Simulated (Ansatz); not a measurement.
# CH7Si (doublet): wave-function methods side by side at distance Si1–H5 along a hydrogen transfer = 1.485 Å, cc-pVDZ

Aim: climb from Hartree-Fock through coupled cluster and multireference methods for CH7Si (doublet) at one geometry and basis, and see what each rung misses.

Program: Ansatz 0.2.0, Gaussian basis. Level of theory: cc-pVDZ, core rule «outside noble gas», up to 6 orbitals frozen. These are calculated values, not measurements.

To be run: UHF; CCSD(T) on ROHF; CCSD(T) on UHF; BCCD(T) on ROHF; CISD; CCSDT(Q) on ROHF; CCSDT(Q) on UHF; CASSCF and MRCISD+Q, 3 electrons in 3 orbitals; CASSCF and NEVPT2, 3 electrons in 3 orbitals; CASSCF and MRCISD+Q, 9 electrons in 9 orbitals; CASSCF and NEVPT2, 9 electrons in 9 orbitals.

### Step 1. The system

The geometry derives from fragments relaxed apart (PBE0/def2-TZVP) and kept rigid, so it is no stationary point. A hydrogen atom is moved between rigid fragments.

9 atoms, charge 0, spin multiplicity 2.

Atoms are counted from 1 here; the program's logs count them from 0.

Bond lengths: Si1–H2 1.485 Å, Si1–H3 1.485 Å, Si1–H4 1.485 Å, Si1–H5 1.485 Å, C6–H7 1.080 Å, C6–H8 1.080 Å, C6–H9 1.080 Å. Angles: H2–Si1–H3 109.5°, H2–Si1–H4 109.5°, H2–Si1–H5 109.5°, H3–Si1–H4 109.5°, H3–Si1–H5 109.5°, H4–Si1–H5 109.5°, H7–C6–H8 120.0°, H7–C6–H9 120.0°, H8–C6–H9 120.0°.

### Step 2. UHF

The input, in.yaml:

```yaml
crystal:
  periodic: [false, false, false]
  atoms:
    - {symbol: Si, position_ang: [-0.934560, 0.000000, 0.000000]}
    - {symbol: H, position_ang: [-1.429432, 1.399708, 0.000000]}
    - {symbol: H, position_ang: [-1.429432, -0.699854, 1.212183]}
    - {symbol: H, position_ang: [-1.429432, -0.699854, -1.212183]}
    - {symbol: H, position_ang: [0.550055, 0.000000, 0.000000]}
    - {symbol: C, position_ang: [1.996440, 0.000000, 0.000000]}
    - {symbol: H, position_ang: [1.996440, -1.080022, 0.000000]}
    - {symbol: H, position_ang: [1.996440, 0.540011, 0.935327]}
    - {symbol: H, position_ang: [1.996440, 0.540012, -0.935327]}
basis:
  gaussian: {orbitals: cc-pVDZ}
magnetization: {spin_polarized: true, initial_magnetization: 1}
hamiltonian: {xc: hf}
output: {orbitals: {seedname: orbitals}}
```

Command:

```console
$ ansatz run in.yaml --threads 1 --pin off --events-out ev --progress --plain --max-ram 2816MiB --backend cpu
```

After this run come: CCSD(T) on ROHF; CCSD(T) on UHF; BCCD(T) on ROHF; CISD; CCSDT(Q) on ROHF; CCSDT(Q) on UHF; CASSCF and MRCISD+Q, 3 electrons in 3 orbitals; CASSCF and NEVPT2, 3 electrons in 3 orbitals; CASSCF and MRCISD+Q, 9 electrons in 9 orbitals; CASSCF and NEVPT2, 9 electrons in 9 orbitals.

Before running them: what should the planned runs give, taken together? Wanted: UCCSDT(Q) below the RHF energy; RMP2 from UCCSDT(Q); UMP2 from UCCSDT(Q); RCCSD from UCCSDT(Q); RCCSD(T) from UCCSDT(Q); UCCSD(T) from UCCSDT(Q); RCCSDT(Q) from UCCSDT(Q); NEVPT2 pair from UCCSDT(Q); MRCISD+Q pair from UCCSDT(Q).

**Answer**, as computed:

```
                         quantity                                                   value
   UCCSDT(Q) below the RHF energy                                              -8.9560 eV
              RMP2 from UCCSDT(Q)                                           +157.3 kJ/mol
              UMP2 from UCCSDT(Q)                                           +159.6 kJ/mol
             RCCSD from UCCSDT(Q)                                            +22.8 kJ/mol
          RCCSD(T) from UCCSDT(Q)                                             +3.8 kJ/mol
          UCCSD(T) from UCCSDT(Q)                                             +3.9 kJ/mol
         RCCSDT(Q) from UCCSDT(Q)                                             +0.1 kJ/mol
       NEVPT2 pair from UCCSDT(Q)                                           +157.3 kJ/mol
     MRCISD+Q pair from UCCSDT(Q)                                            +12.5 kJ/mol
 MRCISD+Q frontier from UCCSDT(Q)                                             +5.5 kJ/mol
levels within 1 kcal/mol (43 meV)  RCCSD(T), UCCSD(T), BCCD(T), RCCSDT, UCCSDT, RCCSDT(Q)
                    T1 diagnostic                                                   0.021
```

What this shows: RCCSD(T) lands +3.8 kJ/mol from the yardstick (0.4 % of the correlation energy). Of the multireference levels listed MRCISD+Q frontier comes nearest in total energy (+5.5 kJ/mol), which doesn't show that its space is the better one. These misses are within one basis, not against nature; the frozen cores of restricted and unrestricted runs differ, which can shift their rows.
